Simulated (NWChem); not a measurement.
## Correlation energy of silicon monoxide (OSi)

```
Si
O 1 1.5233
```
Charge 0, spin multiplicity 1.

Program: NWChem. The geometry was optimised at PBE0/def2-SVP, a minimum by its harmonic frequencies.

Basis set: def2-TZVP. Each correlation energy counts from its own Hartree-Fock reference.

The correlated methods keep 6 core orbitals frozen. No row is a measurement; the coupled-cluster row has its own basis-set and correlation limits.

```csv
method,correlation energy (mHa)
MP2,-335.2
SCS-MP2,-328.8
CR-CCSD[T],___
CR-CCSD(T),-351.1
CCSD,___
CCSD+T(CCSD),-357.0
CCSD(T),-354.7
```

Task: Complete the blanks.

Result: 
- CR-CCSD[T], correlation energy (mHa): -352.8
- CCSD, correlation energy (mHa): -337.0
